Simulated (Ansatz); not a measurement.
SbH$_{2}$⁺, singlet in def2-TZVP: errors against full CI

Geometry: that of the SbH2⁺, triplet, kept fixed.

```csv
atom,x (Å),y (Å),z (Å)
Sb,0.0000,-0.0136,0.0000
H,0.0000,0.8237,-1.4688
H,0.0000,0.8237,1.4688
```

Basis def2-TZVP with its core potentials; Ansatz 0.2.0. Correlated methods freeze the noble-gas cores and the filled d shells of p-block atoms, which leaves 6 electrons in 53 orbitals. Prefix R: restricted or restricted open-shell reference; prefix U: unrestricted. Active spaces: valence = (6e, 6o) chosen from the atoms' valence shells. No spin–orbit coupling is included; scalar relativity enters through the core potentials alone.

Full CI is exact within this basis and frozen core; it isn't the basis-set limit. The frozen core follows each run's orbitals, which can shift R against U totals by a few meV for light atoms and by up to 0.1 eV past Ca.

```
UHF ⟨S²⟩                          : 0.535
T1 diagnostic (RCCSD)             : 0.0126
largest doubles amplitude (RCCSD) : 0.099
```

```json
{"level": "RMP2", "E − E(RHF) (eV)": "-2.5606"}
{"level": "RCCSD", "E − E(RHF) (eV)": "-3.2650"}
{"level": "RCCSD(T)", "E − E(RHF) (eV)": "-3.3434"}
```

Q: Estimate how far full CI in def2-TZVP lies from RCCSD(T). The table doesn't fix it; the size of (T) and the diagnostics are the guide.

A: Full CI in def2-TZVP lies 0.49 kcal/mol below RCCSD(T), which is 27 % of the (T) step (-1.81 kcal/mol). RHF is unstable towards spin polarisation, and the rest is a large part of (T).

The other levels:

| level | E − E(full CI) (kcal/mol) | share of correlation (%) | wall time |
| --- | --- | --- | --- |
| CISD | 5.48 | 92.94 | 1.1 s |
| BCCD(T) | 0.49 | 99.37 | 1 s |
| RCCSDT | 0.08 | 99.89 | – |
| CISDTQ | 0.11 | 99.86 | 3.7 s (H100) |
| RCCSDT(Q) | 0.02 | 99.98 | 6.5 s |
| RCCSDTQ | 0.00 | 100.00 | 4.7 s (H100) |
| CASSCF (valence space) | 43.27 | 44.23 | – |
| NEVPT2 (valence space) | 12.39 | 84.03 | 1.7 s |
| MRCISD (valence space) | 1.70 | 97.81 | – |
| MRCISD+Q (valence space) | 0.16 | 99.79 | 2.4 s |

The correlation energy at full CI, counted from RHF, is -3.365 eV. That run took 9 s on 2 threads of AMD EPYC 7R13 with a shared H100 80 GB, shared host over 137,441,716 determinants.

Run but not shown, since their state, orbitals or frozen core can't be matched to the reference's or they repeat it: UHF, UMP2, UCCSD, UCCSD(T), UCCSDT, UCCSDT(Q).

Times hold each run's SCF and search for its determinant on a shared host, so for small cases they say little of a method's own cost; rows without a card ran on 1 thread of AMD EPYC 7R13.

The full-CI state has the irrep A1 of C2v, in the program's axes.

Natural occupations of full CI about the gap: 1.959 1.940 1.898 0.061 0.043 0.038 0.011 0.008 0.008 0.007; effectively unpaired electrons, Σ n²(2−n)², 0.09.
